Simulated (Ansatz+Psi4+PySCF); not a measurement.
A calculation with Psi4 1.11.

```
molecule {
1 2
Cl 0.000000 0.000000 1.209050
Cl 0.000000 0.000000 -1.209050
}

set basis cc-pV(T+d)Z
set reference uhf
set scf_type pk
energy('scf')
```

The input is written out from the run's settings.

Results

| Quantity | Value |
| --- | --- |
| Converged | yes |
| Total energy | -918.50811 hartree |
| Spin squared of the determinant | 0.773 |
| Occupied orbitals by symmetry in an Abelian subgroup (alpha; beta) | 5 Ag 2 B2g 2 B3g 4 B1u 2 B2u 2 B3u; 5 Ag 2 B2g 1 B3g 4 B1u 2 B2u 2 B3u |

This is not the lowest solution: another run reaches a determinant 1.39 eV lower.
